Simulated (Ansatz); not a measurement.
A calculation with Ansatz (development build ahead of 0.2.0).

```yaml
crystal:
  periodic: [false, false, false]
  atoms:
    - { symbol: C, position_ang: [0.00232, -0.00864, 0.00446] }
    - { symbol: F, position_ang: [0.76456, 0.75153, 0.76281] }
    - { symbol: F, position_ang: [0.76251, -0.76134, -0.7502] }
    - { symbol: F, position_ang: [-0.75236, 0.75378, -0.75592] }
    - { symbol: F, position_ang: [-0.7511, -0.76436, 0.75735] }
basis:
  gaussian: { orbitals: cc-pVDZ }
hamiltonian:
  xc: hf
```

The input is written out in the form of the current development build from the run's settings.

Results

```json
{"Converged": "yes", "Total energy": "-435.66606 hartree", "Spin squared of the determinant": "0.000"}
```
